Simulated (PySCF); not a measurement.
**Where the electron goes**

Compound: C₄H₈N₂.
Structure used (GFN2-xTB), in Å, numbered top down from 1:
```
atom  x, y, z in Å
C1     2.818    0.453    0.097
N2     1.720    0.485    0.724
N3     0.682   -0.236    0.324
C4    -0.598    0.064    0.865
C5    -1.733   -0.884    0.642
C6    -1.742    0.464   -0.025
H7     2.979   -0.114   -0.822
H8     3.640    1.011    0.503
H9     0.708   -0.688   -0.591
H10   -0.494    0.549    1.826
H11   -2.422   -1.065    1.452
H12   -1.554   -1.751    0.023
H13   -1.570    0.499   -1.090
H14   -2.435    1.212    0.328
```

Method used: PySCF 2.14.0, density-fitted response routines, TDDFT PBE0/def2-SVPD, vertical, gas phase, core orbitals frozen in the response.

Frontier orbitals with the atoms that hold most of them (Löwdin shares over 4%, at most four atoms; ? is withheld):

```
orbital  ε (eV)                              atoms
 LUMO+2    1.26  H11 15%, H10 12%, C5 12%, H14 11%
 LUMO+1    0.83    H9 21%, C5 12%, C6 11%, H12 10%
   LUMO    0.26                                  ?
   HOMO       ?      N3 36%, C1 21%, N2 12%, C6 8%
 HOMO-1   -7.78                                  ?
 HOMO-2   -8.82             C5 37%, C6 29%, C4 14%
 HOMO-3   -9.04     C4 25%, N2 18%, C6 16%, C1 12%
```

Question: Which atoms hold the LUMO, and with what shares?

Answer: N2 (bonded to C and N) 36%; C1 (bonded to N and 2 H) 30%; N3 (bonded to C, N and H) 10%; H7 (bonded to C) 10%. By element: nitrogen 46%, carbon 30% or more, hydrogen 10% or more.

Question: Which atoms hold the HOMO-1, and with what shares?

Answer: N2 (bonded to C and N) 58%; C1 (bonded to N and 2 H) 14%; N3 (bonded to C, N and H) 11%; H7 (bonded to C) 6%. By element: nitrogen 69%, carbon 14% or more, hydrogen 6% or more.

Question: What is the HOMO energy, and the HOMO–LUMO gap?

Answer: ε(HOMO) = -5.94 eV; the gap is 6.20 eV (0.2277 hartree).

Question: The HOMO–LUMO gap is 6.20 eV. Where does the response calculation put the lowest singlet, and from which orbitals?

Answer: S1 is at 5.44 eV (f = 0.140), 0.75 eV below the gap, made of HOMO→LUMO (56%), HOMO→LUMO+1 (39%). 

Next come S2 at 5.58 eV (f 0.176), HOMO→LUMO+1 (52%), HOMO→LUMO (40%); S3 at 6.05 eV (f 0.0034), HOMO-1→LUMO (98%); S4 at 6.12 eV (f 0.0067), HOMO→LUMO+2 (90%); S5 at 6.31 eV (f 0.017), HOMO→LUMO+3 (95%).

One conformer stands for the species.
